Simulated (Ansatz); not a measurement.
MgCl2⁺. Total charge 1; doublet. Geometry relaxed at r2SCAN-D4/def2-TZVP.

| atom | x (Å) | y (Å) | z (Å) |
| --- | --- | --- | --- |
| Mg1 | 0.0658 | -0.6301 | 0.9396 |
| Cl2 | 0.5976 | -0.7399 | -1.2213 |
| Cl3 | -0.6634 | 1.3699 | 0.2817 |

The structure comes from a short search, and lower isomers may exist.

Question: Estimate the harmonic wavenumbers at UKS r2SCAN-D4/def2-TZVP (Ansatz, unscaled). Is this a minimum?

Answer: 130, 386, 467 cm⁻¹. Yes, no mode is imaginary beyond noise. Zero-point energy 5.9 kJ/mol. It took 14 s on 4 threads of Arm Neoverse V2 on a shared host.
